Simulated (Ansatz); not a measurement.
## Ansatz (development build ahead of 0.2.0) run

```yaml
crystal:
  periodic: [false, false, false]
  atoms:
    - { symbol: C, position_ang: [0.0, 0.0, -0.51568] }
    - { symbol: "N", position_ang: [0.0, 0.0, 0.51568] }
basis:
  gaussian: { orbitals: "6-31G" }
magnetization:
  spin_polarized: true
  initial_magnetization: 1
hamiltonian:
  xc: hf
correlation:
  method: ccsd_t
  frozen_orbitals: { C: 1, "N": 1 }
```

The input is written out in the form of the current development build from the run's settings.

Results

| Item | Value |
| --- | --- |
| Converged | yes |
| Reference energy | -92.10438 hartree |
| Correlation energy | -0.18012 hartree |
| Total energy | -92.28450 hartree |
